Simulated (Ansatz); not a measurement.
Computed with Ansatz on PBE0-D4/def2-TZVP structures; ΔE is electronic, products minus reactants. CCSD(T)/CBS is the MP2 limit (def2-TZVPP, def2-QZVPP) plus CCSD(T) − MP2 in def2-TZVPP, frozen cores. This one scheme is used for every species, atoms too. Functionals use def2-TZVPP. Open shells (•) are unrestricted, without spin–orbit coupling. Spin–orbit coupling would lower the free atoms: a little for F. One conformer a species, not always the lowest.

`O[SiH2][SiH3]` + F• → `O[SiH][SiH3]`• + H–F  (hydrogen abstraction from the Si–H bond)

CCSD(T)/CBS gives -2.08 eV.

Question: Another level gave -1.87 eV. Which?
A. BLYP-D4/def2-TZVPP
B. BHLYP-D4/def2-TZVPP
C. r2SCAN0/def2-TZVPP
D. CCSD/def2-TZVPP

Answer: D. CCSD/def2-TZVPP -1.87, BHLYP-D4 -1.65, r2SCAN0 -1.91, BLYP-D4 -2.20 eV.

Question: What do rigid-rotor, harmonic-oscillator terms from PBE0-D4/def2-TZVP frequencies (298.15 K, 1 bar) make of the CCSD(T)/CBS value? (Estimate.)

Answer: Ansatz gave: ΔZPE = +0.01 eV, ΔH = -2.04 eV, ΔS = 14 J/(mol·K), ΔG = -2.09 eV. Open shells count their whole term as degenerate.

Largest T1 diagnostic among the species: 0.016.

From PBE to PBE0 (25 % exact exchange), in def2-TZVPP and without D4, ΔE moves by +0.28 eV. Leaving LDA and LC-ωPBE aside and taking each functional with its dispersion term where it has one, the values, not all of them listed here, spread over 0.68 eV, from PBE-D4 to BHLYP-D4. LDA lies −0.47 eV from PBE without D4.

CCSD(T)/CBS has its own doubt, a few kJ/mol and more with outer-core shells, so smaller differences from it don't rank the levels.
